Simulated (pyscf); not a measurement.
HO–Si(OH)(OH)–F → H₂O + O=Si(OH)–F, an elimination (singlet surface; O–Si, H–O broken, H–O formed). PySCF, gas phase, ωB97X-D3(BJ)/def2-SVP geometries. Correlated levels are frozen-core, on RHF or UHF. ΔMP2 is the change of the MP2 total energy from the triple- to the quadruple-zeta basis. Energies in kcal/mol from the reactant's lowest minimum found.

Small-basis levels: PySCF, no dispersion term, spherical d functions. AM1 to PM7: differences of heats of formation from MOPAC, which are fitted to 298 K values and so differ in kind from electronic energies by zero-point and thermal terms. Cost: rough CPU time at the saddle relative to B3LYP/6-31G*, from one job on a shared machine.

```tsv
level	barrier	reaction energy	cost
SVWN5/6-31G*	40.2	+84.1	1
B3LYP/STO-3G	42.8	+76.5	0.5
B3LYP/LANL2DZ	57.4	+76.5	0.7
M06-2X/6-31G*	51.8	+83.4	3
B3LYP/6-311+G**	52.8	+70.5	2
PBE/def2-SVP	43.6	+74.3	2
B3LYP/def2-SVP	50.1	+77.6	1
PM3	59.4	+65.1	under 0.02
PM6	47.6	+62.4	under 0.02
CCSD(T)/def2-TZVPP + ΔMP2(QZVPP)	54.2	+76.9	–
```

Against the last row the barrier runs from -14.0 (SVWN5/6-31G*) to +5.2 kcal/mol (PM3); B3LYP/6-311+G** happens to lie closest here (1.4 kcal/mol apart). CCSD(T)/def2-TZVPP + ΔMP2(QZVPP) has limits of its own. On the product side the descent ends in an adduct with a O–Si contact, 28.8 kcal/mol under the separated species and 3.6 kcal/mol under the saddle at ωB97X-D3(BJ)/def2-TZVP. At CCSD(T) the saddle lies under the separated products, which points to a path from their complex (located at ωB97X-D3(BJ) alone), and parting the products costs more than the saddle. What is counted as broken (O–Si) persists as a longer contact in the product adduct; parting that adduct is a step of its own. One saddle was located; it need not be the lowest between these sides. The CCSD(T) − MP2 part came from Ansatz, without density fitting, on the same reference.
